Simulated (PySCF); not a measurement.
Homolysis of single bonds, series B Cl-I. All species are isolated molecules in the gas phase. Strings in code marks are SMILES.

Computed with PBE-D3(BJ)/def2-TZVP // PBE0-D3(BJ)/def2-TZVP in PySCF. 

```csv
species,dipole moment (D)
whole molecule (`B(Cl)(Cl)Cl`),0.00
radical fragment (`Cl[B]Cl`),0.44
whole molecule (`ClB(Cl)I`),0.09
radical fragment (`[B](I)Cl`),0.57
whole molecule (`IB(I)Cl`),0.11
radical fragment (`I[B]I`),0.73
```
